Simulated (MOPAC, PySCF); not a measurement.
Potential energy surface of H₂S, singlet: symmetric bend, bond length relaxed. Scanned: H-S-H angle. Other coordinates (S-H bond length) were minimised at PBE0/def2-TZVP.

- AM1, restricted, heats of formation (MOPAC)
- PM6, restricted, heats of formation (MOPAC)
- RKS-B3LYP/6-31G* = PySCF with restricted B3LYP/6-31G*, spherical d

Energies in kcal/mol, each method relative to its own lowest point.

| a / ° | AM1 | PM6 | RKS-B3LYP/6-31G* |
|---|---|---|---|
| 180 | 64.8 | 66.9 | 72.1 |
| 171.59 | 62.1 | 56.2 | 69.7 |
| 162.06 | 53.5 | … | 61.8 |
| 151.24 | 40.6 | 33.2 | 48.6 |
| 140.11 | 27.4 | 22.1 | 34.1 |
| 132.24 | … | 15.5 | … |
| 119.83 | 8.6 | 7.1 | 12.0 |
| 110.82 | 3.4 | 2.8 | 5.4 |
| 99.34 | 0.0 | 0.0 | 0.6 |
| 89.64 | … | … | 0.0 |
| 81.23 | 3.0 | 2.2 | 2.3 |
| 71.71 | 9.1 | 6.6 | 8.1 |
| 60 | 20.5 | 14.2 | 19.9 |

Complete the blanks.


- 162.06, PM6: 45.3
- 132.24, AM1: 19.1
- 132.24, RKS-B3LYP/6-31G*: 24.5
- 89.64, AM1: 0.3
- 89.64, PM6: 0.2
